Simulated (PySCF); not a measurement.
C2H6S. Atoms are numbered in the order given.

```xyz
9

C     -1.4424     0.7545    -0.3609
C     -0.4922    -0.4271    -0.4898
S      1.0222    -0.2517     0.4912
H     -2.3551     0.5787    -0.9380
H     -0.9769     1.6698    -0.7352
H     -1.7153     0.9187     0.6833
H     -0.9577    -1.3403    -0.1117
H     -0.2253    -0.6107    -1.5319
H      1.4828     0.8466    -0.1214
```

The structure is a stationary point at ωB97X-D3(BJ)/def2-TZVP. The values are those of a single conformer.

Computed with r2SCAN/def2-TZVPD in PySCF.

Mulliken values depend strongly on the basis, most of all with diffuse functions as here. ESP charges are fitted to the potential on shells at 1.4 to 2.0 van der Waals radii. Atomic charges (e):

| atom | meta-Löwdin | ESP fit | Mulliken |
|---|---|---|---|
| C1 | -0.34 | ? | -0.66 |
| C2 | -0.25 | 0.08 | 0.12 |
| S3 | -0.10 | ? | -0.43 |
| H4 | 0.12 | 0.10 | 0.17 |
| H5 | 0.11 | 0.11 | 0.19 |
| H6 | 0.12 | 0.10 | 0.18 |
| H7 | 0.13 | 0.12 | 0.11 |
| H8 | 0.12 | 0.03 | 0.18 |
| H9 | 0.09 | ? | 0.13 |

Question: Complete the blanks. (Estimate from the structure and the level; the computed values follow.)

Answer: 
- C1, ESP fit: -0.36
- S3, ESP fit: -0.36
- H9, ESP fit: 0.19
